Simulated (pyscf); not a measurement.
# Four-centre exchange: O=SiH–OH + hydrogen fluoride (HF) -> O=SiH–OH + hydrogen fluoride (HF)

Gas phase, singlet surface, charge 0. Bonds broken: O3–H5, F6–H7. Bonds formed: O3–H7, H5–F6. PySCF, gas phase, ωB97X-D3(BJ)/def2-SVP geometries. Correlated levels are frozen-core, on RHF or UHF. ΔMP2 is the change of the MP2 total energy from the triple- to the quadruple-zeta basis.

Transition state (Å):

```xyz
7

O     -0.6990     0.2665     2.1583
Si    -1.2104     0.1322     0.7315
O     -0.3257     0.2929    -0.6325
H     -2.5917    -0.1669     0.3072
H     -0.1824     0.3117    -1.8329
F      0.8925     0.5360    -2.3102
H      0.7703     0.5219    -1.1263
```

One imaginary mode, 2197i cm⁻¹; descent along it reached the two sides named, in the forms told below.

```
bond   change  reactant side (Å)  saddle  product side
-----  ------  -----------------  ------  ------------
O3–H5  breaks              0.971   1.209         1.783
F6–H7  breaks              0.927   1.190           3.5
O3–H7   forms                3.1   1.224         0.967
H5–F6   forms              1.820   1.197         0.933
```

Electronic energies relative to the separated reactants (kcal/mol):

```csv
level,barrier,reaction energy,reverse barrier
ωB97X-D3(BJ)/def2-TZVP,39.8,0.0,39.8
PBE/def2-TZVP,31.4,0.0,31.4
r²SCAN/def2-TZVP,34.8,0.0,34.8
B3LYP-D3(BJ)/def2-TZVP,37.4,0.0,37.4
PBE0-D3(BJ)/def2-TZVP,36.5,0.0,36.5
M06-2X/def2-TZVP,38.2,0.0,38.2
ωB97M-D3(BJ)/def2-TZVP,38.9,0.0,38.9
HF/def2-TZVP,58.5,0.0,58.5
MP2/def2-QZVPP,40.9,0.0,40.9
CCSD/def2-TZVPP,45.5,0.0,45.5
CCSD(T)/def2-TZVPP,42.6,0.0,42.6
CCSD(T)/def2-TZVPP + ΔMP2(QZVPP),42.9,0.0,42.9
```

With CCSD(T)/def2-TZVPP + ΔMP2(QZVPP) energies and thermal terms (ideal gas, 1 atm, RRHO with modes under 100 cm⁻¹ raised to 100, one conformer, R ln 2 for chiral ones without a mode under 150 cm⁻¹), in kcal/mol:

```csv
T (K),ΔH‡,ΔG‡,ΔH,ΔG
298,40.2,49.2,0.0,0.0
600,39.8,58.6,0.0,0.0
900,40.0,67.9,0.0,0.0
1200,40.5,77.2,0.0,0.0
```

On the product side the descent ends in a complex, 5.5 kcal/mol under the separated species and 45.3 kcal/mol under the saddle at ωB97X-D3(BJ)/def2-TZVP. The same reactants have a lower exit, to O=SiH–F + H₂O (barrier -2.3 kcal/mol at ωB97M-D3(BJ), against +38.9 kcal/mol here). O=SiH–OH lies 9.8 kcal/mol over its isomer HO–Si:–OH [singlet] (electronic energy, ωB97M-D3(BJ)). One saddle was located; it need not be the lowest between these sides. The CCSD(T) − MP2 part came from Ansatz, without density fitting, on the same reference.
